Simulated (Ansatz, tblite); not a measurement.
**The cluster Na₂Se: removing and adding an electron**

An exercise on one series of results from a longer session: the logs are not shown, and one member is left open.

The runs use Ansatz 0.2.0, Gaussian basis; as each input shows.

Levels to be run: charge +1 doublet, at the geometry of the singlet (PBE0-D4/def2-TZVP, PBE-D4/def2-TZVP, r2SCAN-D4/def2-TZVP, CCSD(T)/def2-TZVPP); charge -1 doublet, at the geometry of the singlet (PBE0-D4/def2-TZVPD, PBE-D4/def2-TZVPD, r2SCAN-D4/def2-TZVPD, CCSD(T)/def2-TZVPD); the starting singlet's energies come from earlier runs.

1 further run of the same task is left out (set aside as unsound or not needed). Runs told in other sessions of the task aren't counted.

**The structure**

The singlet was relaxed beforehand with PBE-D4/def2-TZVP. At that level it is the lowest of the isomers that a small search found.

3 atoms, charge 0, spin multiplicity 1.

Atoms are counted from 1 here; the program's logs count them from 0.

Bond lengths: Na1–Se3 2.563 Å, Na2–Se3 2.563 Å. Angles: Na1–Se3–Na2 107.7°.

Set-up of the first run:

The input, in.yaml:

```yaml
crystal:
  periodic: [false, false, false]
  atoms:
    - {symbol: Na, position_ang: [-0.734003, -1.883093, 0.674711]}
    - {symbol: Na, position_ang: [1.341045, 1.653011, 0.095915]}
    - {symbol: Se, position_ang: [-0.607052, 0.230092, -0.770636]}
basis:
  gaussian: {orbitals: def2-TZVP}
total_charge: 1
magnetization: {spin_polarized: true, initial_magnetization: 1}
hamiltonian: {xc: pbe0, dispersion: d4}
output: {orbitals: {seedname: orbitals}}
```

Started as:

```sh
$ ansatz run in.yaml --threads 4 --pin off --events-out ev --progress --plain --max-ram 3916MiB
```

Steps of the session up to this table: Charge +1 doublet at the fixed geometry, PBE0-D4/def2-TZVP; Charge +1 doublet at the fixed geometry, PBE-D4/def2-TZVP; Charge +1 doublet at the fixed geometry, r2SCAN-D4/def2-TZVP; Charge +1 doublet at the fixed geometry, CCSD(T)/def2-TZVPP; Charge -1 doublet at the fixed geometry, PBE0-D4/def2-TZVPD; Charge -1 doublet at the fixed geometry, PBE-D4/def2-TZVPD; Charge -1 doublet at the fixed geometry, r2SCAN-D4/def2-TZVPD; Charge -1 doublet at the fixed geometry, CCSD(T)/def2-TZVPD.

One of the session's tables, all rows but one given; the rest of the session is left out.

It belongs to the step «Vertical electron affinity». 

| method | vertical electron affinity (eV) |
| --- | --- |
| HF/def2-TZVPD | ? |
| PBE-D4/def2-TZVPD | 0.64 |
| r2SCAN-D4/def2-TZVPD | 0.57 |
| PBE0-D4/def2-TZVPD | 0.56 |
| MP2/def2-TZVPD | 0.30 |
| CCSD/def2-TZVPD | 0.34 |
| CCSD(T)/def2-TZVPD | 0.39 |

**Question.** Estimate the row for HF/def2-TZVPD.

As computed: vertical electron affinity (eV): 0.19. In the column «vertical electron affinity (eV)» it is the lowest.

Caveats from the session: The anion's highest level is positive in at least one run, so there the basis alone may hold the extra electron.
